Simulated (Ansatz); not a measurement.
## hcp Hf

Calculation: LDA+SOC (Ansatz, an electronic-structure program, plane waves, PAW).

Numerical settings: plane-wave cutoff 520 eV, 24×24×14 k mesh (along the axes of the cell as run), Fermi–Dirac smearing 0.038 eV (set by the program), PAW data made under PBE.

Cell (relaxed at this level):

Space group P6₃/mmc (No. 194); a = b = 3.114 Å, c = 4.944 Å, α = β = 90.00°, γ = 120.00°

| atom | site | symmetry | x | y | z |
|---|---|---|---|---|---|
| Hf | 2c | -6m2 | 0.3333 | 0.6667 | 0.2500 |

```yaml
elastic constant C11: 194 GPa
elastic constant C12: 79.0 GPa
elastic constant C13: 81.2 GPa
elastic constant C33: 216 GPa
elastic constant C44: 47.5 GPa
elastic constant C66: 57.5 GPa
Voigt–Reuss–Hill bulk modulus: 121 GPa
Voigt–Reuss–Hill shear modulus (Hill average): 54.3 GPa
young_modulus: 142 GPa
poisson_ratio: 0.304
```

Elastic constants are with the ions relaxed.

The result took about 6 core-hours (a rough figure).
